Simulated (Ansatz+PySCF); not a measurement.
A calculation with PySCF 2.14.0.

```python
from pyscf import gto, scf, cc

mol = gto.M(atom="""
N 0.000000 0.000000 0.000000
Al 1.134800 1.513070 3.275890
""", basis='sto-3g', charge=0, spin=2)
mf = scf.UHF(mol)
mf.kernel()
mycc = cc.CCSD(mf, frozen=6).run()
et = mycc.ccsd_t()
print(mf.e_tot, mycc.e_corr, et, mycc.e_tot + et)
```

The script is written out from the run's settings.

Output:

- Converged: yes
- Reference energy: -292.57743 hartree
- CCSD correlation energy: -0.02562 hartree
- Triples correction: 0.00000 hartree
- Total energy: -292.60305 hartree
- Spin squared of the determinant: 3.000

This is not the lowest solution: another run reaches a determinant 0.01 eV lower. Caution: the unrestricted determinant is a mixture of spin states.
